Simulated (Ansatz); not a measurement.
**Worked example: vertical ionisation energy of BSiH5 (BH2(SiH3))**

BSiH5 has 7 atoms, charge 0, and is taken as a singlet. SMILES: `[H]B([H])[SiH3]`. The coordinates come from a GFN2-xTB relaxation.

Both states at this one shape; open shells run unrestricted unless said. 1 Eh = 27.2114 eV.

| level | program | singlet BSiH5 (Eh) | doublet [BSiH5]+ (Eh) |
| --- | --- | --- | --- |
| SVWN5/STO-3G | Ansatz | -312.086661 | -311.729478 |
| r2SCAN/STO-3G | Ansatz | -313.582726 | -313.215672 |
| HSE06/STO-3G | Ansatz | -313.458426 | -313.090287 |
| CCSDTQ/STO-3G, 6 core orbitals frozen | Ansatz | -312.953904 | -312.610803 |

Q: Work out the vertical ionisation energy at each level.

A: 
1. SVWN5/STO-3G: -311.729478 − (-312.086661) = 0.357183 Eh = 9.72 eV.
2. r2SCAN/STO-3G: -313.215672 − (-313.582726) = 0.367054 Eh = 9.99 eV.
3. HSE06/STO-3G: -313.090287 − (-313.458426) = 0.368139 Eh = 10.02 eV.
4. CCSDTQ/STO-3G: -312.610803 − (-312.953904) = 0.343101 Eh = 9.34 eV.

No measured value is set beside it here; the levels span 9.34 to 10.02 eV. Minimal sets are far from the basis-set limit.
